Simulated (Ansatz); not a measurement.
The first iterations of a band of BFH2 + ClH (6 atoms, charge 0, multiplicity 1).

Method: UKS PBE-D4/def2-SVPD in Ansatz 0.2.0.

| Item | Value |
| --- | --- |
| movable images | 9 |
| climbing image | yes |
| spring | 5.0 eV/Å² |
| optimiser | quadratic models (default) |
| start path | straight line |
| force threshold | 0.03 eV/Å |
| iteration limit | 60 |
| end points | relaxed |

First end point:

```xyz
6
Properties=species:S:1:pos:R:3
B -0.249 0.346 -0.858
F 0.820 1.093 -0.528
H -0.049 -0.651 -1.519
H -1.343 0.779 -0.567
H 0.925 -0.412 1.877
Cl -0.105 -1.155 1.594
```

Last end point:

```xyz
6
Properties=species:S:1:pos:R:3
B -0.569 -0.246 -0.404
F 1.181 0.979 0.134
H -0.035 -0.732 -1.368
H -1.324 0.693 -0.420
H 1.264 0.512 0.949
Cl -0.517 -1.206 1.110
```

| iteration | highest image above the first end (eV) | largest band force component (eV/Å) |
| --- | --- | --- |
| 1 | 2.906 | 3.143 |
| 2 | 1.868 | 2.464 |
| 3 | 1.449 | 9.024 |

Q: Does the band converge within its limit, and where does its top end?

A: The run converged. It ended after 9 iterations with the highest image 0.630 eV above the first end. Another band between the same ends (9 images) ends at a top of the same energy, where a vibrational analysis finds 1 clearly imaginary mode. The orbitals stay closed-shell, which can raise the energy where a bond breaks towards radicals; this wasn't checked here.

Time of the run: 2.1 min on 2 threads of Arm Neoverse V2 (shared host), peak memory 0.17 GiB.
